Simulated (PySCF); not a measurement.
# SMILES c1cnccn1, C$_{4}$H$_{4}$N$_{2}$

Geometry:
```tsv
atom	x (Å)	y (Å)	z (Å)
C1	1.102	-0.749	0.033
C2	1.166	0.646	0.014
N3	0.070	1.397	-0.024
C4	-1.091	0.749	-0.043
C5	-1.155	-0.646	-0.024
N6	-0.059	-1.397	0.014
H7	2.017	-1.351	0.064
H8	2.133	1.162	0.030
H9	-2.006	1.351	-0.074
H10	-2.122	-1.162	-0.041
```

Computed, not measured: GIAO B3LYP/cc-pVDZ magnetisability, rotational g tensor and spin-rotation constants, non-relativistic, gas phase (PySCF 2.14.0). Geometry: PBE0-D3(BJ)/def2-SVP.

Q: Give the nuclear spin-rotation constants along the inertial axes (H = +C I·J) beside the isotropic shieldings.

A: Rotational constants 6.4300, 5.9744, 3.0969 GHz. A star marks the isotopologue with that one atom substituted, in its own axes.
```tsv
atom	isotope	Caa (kHz)	Cbb (kHz)	Ccc (kHz)	mean (kHz)	σ (ppm)
N3	14N	1.373	1.937	0.009	1.106	-83.8
N6	14N	1.373	1.937	0.009	1.106	-83.8
H7	1H	-0.325	0.419	-0.278	-0.061	23.0
H8	1H	-0.328	0.421	-0.278	-0.061	23.0
H9	1H	-0.325	0.419	-0.278	-0.061	23.0
H10	1H	-0.328	0.422	-0.278	-0.061	23.0
C1	13C*	2.491	2.597	0.433	1.840	49.3
```
For the geometry as given, no vibrational averaging.
